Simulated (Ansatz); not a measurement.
The same path of H₇SSi₂ (10 atoms, charge 1, multiplicity 1) was run twice with different band settings. The coordinate that changes most is the dihedral H5–Si1–S2–Si3.

Method: Ansatz 0.2.0, RKS r2SCAN-D4/6-31G*.

Relaxed end points:

```xyz
10
Properties=species:S:1:pos:R:3
Si -1.429 0.996 -0.563
S -0.420 -1.027 -0.375
Si 1.416 -0.707 0.918
H -2.438 0.740 -1.605
H -0.358 1.942 -0.937
H -1.948 1.162 0.808
H 0.165 -1.108 -1.591
H 2.104 0.469 0.350
H 0.781 -0.477 2.229
H 2.126 -1.990 0.765
```

```xyz
10
Properties=species:S:1:pos:R:3
Si -1.366 1.019 -0.660
S -0.103 -0.860 -0.793
Si 1.202 -0.875 1.063
H -2.278 0.650 0.438
H -1.971 1.081 -2.002
H -0.423 2.109 -0.340
H 0.809 -0.465 -1.711
H 1.782 0.480 1.153
H 0.190 -1.183 2.091
H 2.159 -1.954 0.761
```

Common settings: movable images 7; climbing image yes; spring 5.0 eV/Å²; start path through a guess of the saddle point; force threshold 0.05 eV/Å; end points relaxed.

| run | optimiser | iteration limit | largest step |
| --- | --- | --- | --- |
| 1 | quadratic models (default) | 38 | default |
| 2 | fire | 50 | 0.5 Å |

Problem. What does each run give, and how far can it be trusted?

Solution. Run 1: converged after 8 iterations, highest image 0.036 eV above the first end. A vibrational analysis at the climbing image gives one clearly imaginary mode, 94i cm⁻¹: a first-order saddle point.
Run 2: converged after 29 iterations, highest image 0.051 eV above the first end. The order of the stationary point at the top wasn't checked.
Limits of this set-up: the dipole of an ion depends on the origin.
